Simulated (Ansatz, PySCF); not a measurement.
System: SiH3, charge 0, doublet. SiH3 (SMILES [SiH3], doublet).
B3LYP-D3(BJ)/def2-TZVP minimum from Ansatz (a program for electronic structure):
```
Si
H 1 1.4828
H 1 1.4828 2 111.02
H 1 1.4828 2 111.02 3 124.02
```
Charge 0, spin multiplicity 2.

Total energies in hartree (Ansatz). Open shells are spin-unrestricted; no spin-orbit coupling. Correlated methods leave the cores frozen. No relativity. Where a partner has so few electrons that a lower coupled-cluster level is exact, that level stands in.

| species | HF/cc-pV(T+d)Z | CCSD(T)/cc-pV(T+d)Z | HF/cc-pV(Q+d)Z | CCSD(T)/cc-pV(Q+d)Z | CCSDT(Q)/cc-pV(Q+d)Z |
|---|---|---|---|---|---|
| 1: SiH3 (SMILES [SiH3], doublet) | -290.64257 | -290.78856 | -290.64619 | -290.79897 | -290.79987 |
| 2: Si (triplet) | -288.85649 | -288.93344 | -288.85845 | -288.93781 | -288.93861 |
| 3: H (doublet) | -0.49981 | -0.49981 | -0.49995 | -0.49995 | -0.49995 |

Problem. Work out the enthalpy of formation at 298 K (by atomisation, with ideal-gas terms from PySCF's Hessian at B3LYP-D3(BJ)/def2-TZVP and the atoms' measured values of the G2/97 table; no spin-orbit terms) in kcal/mol: take Hartree-Fock from cc-pV(Q+d)Z, extrapolate the CCSD(T) correlation energy as X^-3 (X = 3, 4), and add CCSDT(Q) - CCSD(T) in cc-pV(Q+d)Z. The further terms named in the bracket sum to +0.43582 hartree. 1 hartree = 627.51 kcal/mol.

Solution. 
Species 1: correlation (64·(-0.15278) - 27·(-0.14599))/37 = -0.15773; step -0.00090; E1 = -290.64619 + (-0.15773) + (-0.00090) = -290.80482
Species 2: correlation (64·(-0.07936) - 27·(-0.07695))/37 = -0.08112; step -0.00080; E2 = -288.85845 + (-0.08112) + (-0.00080) = -288.94037
Species 3: correlation (64·(0.00000) - 27·(0.00000))/37 = 0.00000; step +0.00000; E3 = -0.49995 + (0.00000) + (+0.00000) = -0.49995
+1·E1 -1·E2 -3·E3 +0.43582 = 0.07122 hartree = 44.7 kcal/mol. Measured: 47.9 kcal/mol, 200.4 kJ/mol (G2/97 table in ASE (Curtiss et al.)); atomic spin-orbit terms, which the calculations lack, would raise the computed values. The composite differs from it by -3.2 kcal/mol; core, relativistic and spin-orbit terms are not in it. So large a gap may also come from another state or conformer, or from a fault of the table, which was not checked at its source.
